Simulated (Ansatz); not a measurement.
```yaml
crystal:
  periodic: [false, false, false]
  atoms:
    - {symbol: B, position_ang: [-2.070042, 0.090051, -0.000062]}
    - {symbol: Ga, position_ang: [-0.041013, -0.001777, -0.000026]}
    - {symbol: C, position_ang: [1.905923, -0.144971, -0.000368]}
    - {symbol: H, position_ang: [2.328819, 0.884573, 0.006820]}
basis:
  gaussian: {orbitals: def2-TZVP}
magnetization: {spin_polarized: true, initial_magnetization: 3}
hamiltonian: {xc: pbe0}
relax: {f_tol: 0.004, max_steps: 80}
```

```sh
$ ansatz run in.yaml --threads 1 --pin off --events-out ev --progress --plain --max-ram 2176MiB
```

Steps of the relaxation (energy above the last step; positions in Å, forces in eV/Å):

```
4
step 1, 309.8 meV
B    -2.070    0.090    0.000   -0.610   -0.153    0.060
Ga   -0.041   -0.002    0.000    1.439    0.108   -0.124
C     1.906   -0.145    0.000   -1.021    0.370    0.062
H     2.329    0.885    0.007    0.191   -0.325    0.001
```

```
4
step 2, 201.1 meV
B    -2.120    0.020    0.013   -0.077   -0.168    0.061
Ga   -0.051    0.082   -0.026    0.524    0.176   -0.114
C     1.857   -0.117    0.013   -0.287    0.666    0.041
H     2.439    0.842    0.007   -0.161   -0.674    0.011
```

```
4
step 3, 108.0 meV
B    -2.145   -0.109    0.044    0.385   -0.038    0.014
Ga   -0.070    0.264   -0.091   -0.484    0.091   -0.058
C     1.777   -0.071    0.043    0.766    0.839   -0.002
H     2.562    0.744    0.010   -0.668   -0.893    0.046
```

```
4
step 6, 2.0 meV
B    -2.023   -0.287    0.067   -0.095   -0.051    0.022
Ga   -0.160    0.514   -0.177    0.238    0.030   -0.001
C     1.656    0.101    0.154   -0.163    0.012   -0.026
H     2.651    0.500   -0.038    0.020    0.009    0.005
```

```
4
step 10, 0.0 meV
B    -2.015   -0.297    0.085    0.000    0.000    0.000
Ga   -0.157    0.535   -0.195    0.000    0.000    0.000
C     1.647    0.092    0.124   -0.001   -0.001    0.000
H     2.649    0.498   -0.008    0.002    0.001    0.000
```

Close pairs at the end: C3–H4 1.089 Å, Ga2–C3 1.885 Å, B1–Ga2 2.055 Å.

A stationary point of unrestricted PBE0 after 10 steps, with ⟨S²⟩ = 4.083 against 3.75 for a pure state; no frequencies were run, so it isn't proven a minimum. 3.2 min on 1 thread of Arm Neoverse V2, shared host.
